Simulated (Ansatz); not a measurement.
**C₂HF₃O: up Jacob's ladder to CCSD(T)**

An exercise on one series of results from a longer session: the logs are not shown, and one member is left open.

Computed with Ansatz 0.2.0, Gaussian basis. Level: functionals in def2-TZVPP, the program's frozen cores in correlated methods.

Plan: LDA (SPW92), PBE-D4, revPBE-D4, BLYP-D4, r2SCAN-D4, B97M-V, PBE0-D4, B3LYP-D4, r2SCANh-D4, r2SCAN0-D4, HSE06-D4, BHLYP-D4, CAM-B3LYP-D4, LC-ωPBE, ωB97X-V, ωB97M-V, B2PLYP, PBE-QIDH; CCSD(T)/def2-SVP; CCSD(T)/def2-TZVPP; MP2/def2-QZVPP; extrapolation to the limit; RPA on PBE.

### The relaxed structure

All runs share one geometry, relaxed beforehand with PBE0-D4 in a triple-zeta def2 set.

SMILES `OC(F)=C(F)F`, 7 atoms, charge 0, spin multiplicity 1.

Atoms are counted from 1 here; the program's logs count them from 0.

Bond lengths: O1–C2 1.337 Å, O1–H7 0.963 Å, C2–F3 1.316 Å, C2–C4 1.323 Å, C4–F5 1.328 Å, C4–F6 1.313 Å. Angles: C2–O1–H7 109.5°, O1–C2–F3 111.8°, O1–C2–C4 127.0°, F3–C2–C4 121.2°, C2–C4–F5 121.6°, C2–C4–F6 125.5°, F5–C4–F6 112.9°.

Set-up of the first run:

Contents of in.yaml:

```yaml
crystal:
  periodic: [false, false, false]
  atoms:
    - {symbol: O, position_ang: [-0.172479, -0.975069, -1.206211]}
    - {symbol: C, position_ang: [0.114007, -0.586432, 0.040635]}
    - {symbol: F, position_ang: [0.485968, -1.598784, 0.793891]}
    - {symbol: C, position_ang: [0.053492, 0.642838, 0.525288]}
    - {symbol: F, position_ang: [-0.320901, 1.669762, -0.228583]}
    - {symbol: F, position_ang: [0.342207, 0.991087, 1.757522]}
    - {symbol: H, position_ang: [-0.440993, -0.211301, -1.728142]}
basis:
  gaussian: {orbitals: def2-TZVPP}
hamiltonian: {xc: lda}
output: {orbitals: {seedname: orbitals}}
```

Launch:

```console
> ansatz run in.yaml --threads 2 --pin off --events-out ev --progress --plain --max-ram 4352MiB
```

Steps of the session up to this table: LDA; PBE-D4 (GGA); revPBE-D4 (GGA); BLYP-D4 (GGA); r2SCAN-D4 (meta-GGA); B97M-V (meta-GGA); PBE0-D4 (hybrid); B3LYP-D4 (hybrid); r2SCANh-D4 (hybrid); r2SCAN0-D4 (hybrid); HSE06-D4 (hybrid); BHLYP-D4 (hybrid); CAM-B3LYP-D4 (range-separated); LC-ωPBE (range-separated); ωB97X-V (range-separated); ωB97M-V (range-separated); B2PLYP (double hybrid); PBE-QIDH (double hybrid).

One of the session's tables, all rows but one given; the rest of the session is left out.

It belongs to the step «Frontier levels by functional». 

| functional | HOMO (eV) | LUMO (eV) | gap (eV) |
| --- | --- | --- | --- |
| LDA (SPW92) | -5.63 | -0.44 | 5.19 |
| PBE-D4 | -5.39 | -0.25 | 5.14 |
| revPBE-D4 | ? | ? | ? |
| BLYP-D4 | -5.34 | -0.34 | 5.00 |
| r2SCAN-D4 | -5.65 | 0.47 | 6.12 |
| B97M-V | -5.72 | 0.08 | 5.80 |
| PBE0-D4 | -6.83 | 0.66 | 7.50 |
| B3LYP-D4 | -6.66 | 0.23 | 6.89 |
| r2SCANh-D4 | -6.19 | 0.75 | 6.94 |
| r2SCAN0-D4 | -7.00 | 1.14 | 8.14 |
| HSE06-D4 | -6.42 | 0.29 | 6.72 |
| BHLYP-D4 | -8.22 | 1.27 | 9.48 |
| CAM-B3LYP-D4 | -8.31 | 1.40 | 9.71 |
| LC-ωPBE | -9.59 | 2.86 | 12.45 |
| ωB97X-V | -9.21 | 2.65 | 11.86 |
| ωB97M-V | -9.11 | 2.17 | 11.28 |

Q: Estimate the row for revPBE-D4 from the others.

The run gave: HOMO (eV): -5.30; LUMO (eV): -0.16; gap (eV): 5.14. In the column «HOMO (eV)» it is the highest.
